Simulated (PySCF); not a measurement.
Gas-phase reaction: 6 C3H4 (allene) ⇌ 3 C4H6 (butadiene) + C6H6

Energies from PySCF, thermal terms from the rigid-rotor harmonic-oscillator model, ideal gas at 1 bar. Table values come from the NASA 1993 polynomials. † marks an energy on the PBE0/def2-TZVP geometry and frequencies. MP2 and CCSD(T) freeze the core. All species are closed-shell singlets. B3LYP is the form with VWN-RPA correlation. MP2 isn't extrapolated to the basis-set limit; its ΔH°(298 K) is -815.2 kJ in def2-SVP and -781.8 kJ in def2-TZVPP. CCSD(T) isn't extrapolated to the basis-set limit. The harmonic model lacks anharmonicity and excited electronic states, which grow with temperature; levels with a mode under 35 cm⁻¹ are left out. Internal rotation in C4H6 (butadiene) is treated as a harmonic vibration of one conformer, which makes the entropy rough.

```
level              ΔH°(298 K), kJ  minus table  ΔG°(1000 K), kJ
-----------------  --------------  -----------  ---------------
table                      -732.6            -           -375.6
B3LYP/def2-TZVP†           -634.2         98.4           -267.4
CCSD(T)/def2-SVP†          -750.3        -17.7           -383.5
HF/def2-TZVP†              -675.7         56.9           -309.0
M06-2X/def2-TZVP†          -681.6         51.0           -314.8
MP2/def2-SVP†              -815.2        -82.6           -448.4
PBE/def2-TZVP†             -660.3         72.3           -293.5
PBE0/def2-SVP†             -769.5        -36.9           -402.8
```
